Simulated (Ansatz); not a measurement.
System: diamond-structure Si. Method: PBE in Ansatz (PAW).

Input:

Ansatz 0.2 input:
```yaml
crystal:
  lattice:
    - [0.0, 2.7350668458, 2.7350668458]
    - [2.7350668458, 0.0, 2.7350668458]
    - [2.7350668458, 2.7350668458, 0.0]
  atoms:
    - { symbol: Si, position: [0.0, 0.0, 0.0] }
    - { symbol: Si, position: [0.25, 0.25, 0.25] }
basis:
  ecutwfc: 520
  ecutrho_ratio: 4
  xc_grid: 2
kpoints:
  mp_grid: { grid: [12, 12, 12] }
hamiltonian:
  xc: pbe
  dispersion: none
  pseudopotentials: { kind: paw }
scf:
  occupations: { method: fermi_dirac, width: 0.01 }
  convergence: { dr2_threshold: 0.000000001 }
output:
  forces: true
  stress: true
  eigenvalues: true
```

Output (set-up and result lines):

```
WARN output.stress: scf.convergence.dr2_threshold = 1e-9 eV is looser than the 2e-10 eV advised for a printed stress (1e-10 eV for each atom of the cell: 2)
Crystal: 2 atoms, lattice volume = 40.920 Å³
Basis set: ecut = 520 eV, 1067 PW (Γ), exchange–correlation on 60×60×60 points (8 copies of the dense FFT grid, shifted against one another)
Bands: 8, of which v1, the nominal top of the filled ones, is band 4 counted from 1 (3 counted from 0)
Symmetry: 48 space group operations
Space group: Fd-3m (ITA 227), of the structure as read, at distance tolerance 3.4e-5 Å
k-points: 72 of 1728
Functional: x = pbe(κ = 0.804, μ = 0.2195149727645171), c = pbe(β = 0.06672455060314922)
SCF iter   1: F=—  HF=-1271.620139 eV  |F-HF|=—  |Δ(HF+E_count)|=         —  Δρ=1.33e-3  dr2=4.77e-4
SCF iter   2: F=—  HF=-1271.620502 eV  |F-HF|=—  |Δ(HF+E_count)|=   3.63e-4  Δρ=5.42e-4  dr2=7.08e-5
  ...
SCF iter   5: F=—  HF=-1271.620549 eV  |F-HF|=—  |Δ(HF+E_count)|=   1.34e-6  Δρ=6.56e-7  dr2=9.54e-11
SCF iter   6: F=-1271.620549 eV  HF=-1271.620549 eV  |F-HF|=1.82e-12  |Δ(HF+E_count)|=  1.63e-10  Δρ=1.20e-7  dr2=4.30e-12
SCF 1 converged in 6 iterations: F = -1271.620549 eV  dr2 = 4.30e-12
SCF converged after 6 iterations
Free energy (F): -1271.620549 eV
Internal energy: -1271.620549 eV  (E = F + TS)
E sigma→0 (E₀):  -1271.620549 eV
Fermi energy:    6.304386 eV
--- Forces (eV/Å), atoms counted from 1 ---
  atom   1  Si    -0.00000000    -0.00000000     0.00000000
  atom   2  Si     0.00000000     0.00000000    -0.00000000
--- Stress (GPa, compression-positive) ---
        0.003188       0.000000       0.000000
        0.000000       0.003188      -0.000000
        0.000000      -0.000000       0.003188
  P = ⅓ Tr σ = 0.0032 GPa (0.032 kbar)
```

Ansatz is a quantum-chemistry and plane-wave program.
